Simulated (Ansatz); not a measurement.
Ansatz (an electronic-structure program) input:

Ansatz 0.2 input:
```yaml
crystal:
  periodic: [false, false, false]
  atoms:
    - {symbol: O, position_ang: [0.36963845, 0.69252623, -1.55316292]}
    - {symbol: C, position_ang: [0.12783134, 0.25596502, -0.54776687]}
    - {symbol: S, position_ang: [-0.19364496, -0.48553451, 0.89295304]}
    - {symbol: H, position_ang: [-0.62577635, 0.69255211, 1.42465592]}
basis:
  gaussian:
    orbitals: def2-TZVP
hamiltonian:
  xc: b3lyp
  dispersion: d3bj
total_charge: 1
phonons: {temperatures: {t_min: 298.15, t_max: 298.15, t_step: 100}}
```

Problem. Predict the final energy.

Solution. -511.86613 Eh (B3LYP-D3(BJ)/def2-TZVP). The basis has 105 functions. The run takes about 30 core-seconds (a rough figure).

It need not be the lowest isomer of its formula.
